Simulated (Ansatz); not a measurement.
# C3H5ClOS: small, medium and large basis sets

How large a basis does C3H5ClOS need? Two functionals are run in growing sets.

Computed with Ansatz 0.2.0, Gaussian basis. Level: one geometry, several basis sets.

Plan: PBE0-D4/def2-SVP; ωB97M-V/def2-SVP; PBE0-D4/def2-QZVPP; ωB97M-V/def2-QZVPP; the functionals' def2-TZVPP values are taken from earlier runs.

## Step 1: The geometry

The geometry comes from an earlier relaxation with PBE0-D4 in a triple-zeta def2 set; it is a stationary point, not always the lowest conformer.

SMILES `CSC(=O)CCl`, 11 atoms, charge 0, spin multiplicity 1.

Atoms are counted from 1 here; the program's logs count them from 0.

Bond lengths: C1–S2 1.792 Å, C1–H7 1.089 Å, C1–H8 1.089 Å, C1–H9 1.089 Å, S2–C3 1.759 Å, C3–O4 1.201 Å, C3–C5 1.515 Å, C5–Cl6 1.776 Å, C5–H10 1.089 Å, C5–H11 1.089 Å. Angles: S2–C1–H7 110.1°, S2–C1–H8 110.1°, S2–C1–H9 106.8°, H7–C1–H8 109.6°, H7–C1–H9 110.1°, H8–C1–H9 110.1°, C1–S2–C3 99.2°, S2–C3–O4 124.1°, S2–C3–C5 113.0°, O4–C3–C5 122.9°, C3–C5–Cl6 109.4°, C3–C5–H10 112.0°, C3–C5–H11 108.9°, Cl6–C5–H10 107.8°, Cl6–C5–H11 108.0°, H10–C5–H11 110.8°.

## Step 2: PBE0-D4 in def2-SVP

File in.yaml:

```yaml
crystal:
  periodic: [false, false, false]
  atoms:
    - {symbol: C, position_ang: [-0.657336, -1.121101, 1.692867]}
    - {symbol: S, position_ang: [0.557588, 0.033781, 1.057880]}
    - {symbol: C, position_ang: [0.039648, 0.091732, -0.621900]}
    - {symbol: O, position_ang: [-0.867763, -0.554862, -1.069648]}
    - {symbol: C, position_ang: [0.860424, 1.049961, -1.460603]}
    - {symbol: Cl, position_ang: [0.016089, 2.608672, -1.570739]}
    - {symbol: H, position_ang: [-0.591137, -2.066376, 1.156860]}
    - {symbol: H, position_ang: [-1.658695, -0.708132, 1.582042]}
    - {symbol: H, position_ang: [-0.428950, -1.270925, 2.747445]}
    - {symbol: H, position_ang: [1.842084, 1.233973, -1.026345]}
    - {symbol: H, position_ang: [0.953348, 0.646277, -2.467258]}
basis:
  gaussian: {orbitals: def2-SVP}
hamiltonian: {xc: pbe0, dispersion: d4}
output: {orbitals: {seedname: orbitals}}
```

The run is started by

```sh
$ ansatz run in.yaml --threads 4 --pin off --events-out ev --progress --plain --max-ram 10444MiB
```

Further steps of the session: ωB97M-V in def2-SVP; PBE0-D4 in def2-QZVPP; ωB97M-V in def2-QZVPP.

Q: Predict the results of all the runs planned. Wanted: PBE0-D4: double and triple zeta above quadruple; ωB97M-V: double and triple zeta above quadruple.

The runs gave:

| quantity | value |
| --- | --- |
| PBE0-D4: double and triple zeta above quadruple | 15.12, 0.98 eV |
| ωB97M-V: double and triple zeta above quadruple | 15.24, 0.94 eV |

PBE0-D4 gains 14.13 eV from double to triple zeta, then 0.98 eV more. These are total energies; as a rule much of such shifts cancels in differences, which this series doesn't test.
